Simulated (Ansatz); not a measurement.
A made-up structure of MgBH$_{3}$, singlet:

| atom | x (Å) | y (Å) | z (Å) |
| --- | --- | --- | --- |
| B1 | -0.0107 | -0.9346 | 0.3271 |
| Mg2 | 0.0133 | 1.2214 | -0.4285 |
| H3 | 1.0777 | -0.1121 | -0.2109 |
| H4 | -0.8000 | -1.7631 | -0.0458 |
| H5 | 0.0321 | 2.8395 | -0.9942 |

It is relaxed with PBE-D4/def2-SVP and then PBE0-D4/def2-TZVP (Ansatz 0.2.0). Atoms count as bonded within 1.22 times the sum of their covalent radii (H–H: 0.88 Å). The end point is not checked to be a true minimum.

Q: Does its bonding change? (A judgement: the text doesn't fix the answer.)

A: The calculation gives: Yes. Formed: B1–H3; broken: Mg2–H3.

Where it ends: The first stage lowers the energy by 2.71 eV in 9 steps. It ends as MgBH₃ ([BH2][MgH]):
```tsv
atom	x (Å)	y (Å)	z (Å)
B1	0.1812	-0.7124	-0.0703
Mg2	-0.0927	1.5084	-0.5317
H3	1.2541	-1.2559	-0.0260
H4	-0.7319	-1.4636	0.1539
H5	-0.2980	3.1747	-0.8781
```

Labels in which every atom is bracketed show which atoms are joined, not bond orders.

For scale, one of the runs: PBE0-D4/def2-TZVP relaxation, 81 basis functions, launched by `ansatz run in.yaml --threads 2 --pin off --events-out ev --progress --plain --max-ram 4352MiB`. Hardware: 2 CPU threads of an Arm Neoverse V2, shared host. Wall time about 3.4 s.
